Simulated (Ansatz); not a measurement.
The same path of CH4BCl (7 atoms, charge 0, multiplicity 1) was run twice with different band settings.

Computed with RKS BLYP-D4/def2-SVP (Ansatz).

Relaxed end points:

```xyz
7
Properties=species:S:1:pos:R:3
B 0.222 -0.064 -0.033
Cl 0.581 0.567 1.585
H 1.155 -0.570 -0.618
C -1.209 0.024 -0.654
H -1.568 -1.011 -0.866
H -1.964 0.543 -0.034
H -1.155 0.511 -1.654
```

```xyz
7
Properties=species:S:1:pos:R:3
B 0.217 0.095 -0.028
Cl 0.617 -0.594 1.556
H 1.116 0.686 -0.587
C -1.207 -0.045 -0.655
H -1.930 -0.642 -0.067
H -1.629 0.975 -0.814
H -1.122 -0.475 -1.679
```

Common settings: movable images 5; climbing image yes; spring 5.0 eV/Å²; start path through a guess of the saddle point; force threshold 0.03 eV/Å; iteration limit 60; end points relaxed.

| run | optimiser |
| --- | --- |
| 1 | quadratic models (default) |
| 2 | lbfgs |

Question: What does each run give, and how far can it be trusted?

Answer: Run 1: converged after 8 iterations, highest image 0.025 eV above the first end. A vibrational analysis at the climbing image gives one clearly imaginary mode, 140i cm⁻¹: a first-order saddle point.
Run 2: converged after 36 iterations, highest image 0.026 eV above the first end. Another band between the same ends (5 images) ends at a top of the same energy, where a vibrational analysis finds 1 clearly imaginary mode.
